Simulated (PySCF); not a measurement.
Molfile (atoms numbered from 1):
```
BH4
     RDKit          3D

  5  4  0  0  0  0  0  0  0  0999 V2000
    0.0035    0.0011   -0.0069 B   0  0  0  0  0  0  0  0  0  0  0  0
   -0.7980   -0.8357   -0.4821 H   0  0  0  0  0  0  0  0  0  0  0  0
    0.1688   -0.2255    1.2137 H   0  0  0  0  0  0  0  0  0  0  0  0
   -0.4594    1.1549   -0.1583 H   0  0  0  0  0  0  0  0  0  0  0  0
    1.1023   -0.0891   -0.6008 H   0  0  0  0  0  0  0  0  0  0  0  0
  1  2  1  0
  1  3  1  0
  1  4  1  0
  1  5  1  0
M  CHG  1   1  -1
M  END
```

Geometry: PBE0-D3(BJ)/def2-SVP; GIAO absolute shieldings from PySCF 2.14.0 with density-fitted response routines, gas phase, non-relativistic, averaged over equivalent atoms.

At PBE0/IGLO-III (75 basis functions, roughly 1.2 core-seconds):
```
      atoms  σ (ppm)
         B1    152.9
H2/H3/H4/H5    31.61
```

Question: What do these become at PBE0/cc-pVTZ?

Answer: 
```
      atoms  σ at PBE0/cc-pVTZ  change
         B1              154.6    +1.7
H2/H3/H4/H5              31.62   +0.01
```

The largest change is at B1 (boron bonded to 4 H). Cost: 86 basis functions, roughly 1.3 core-seconds.
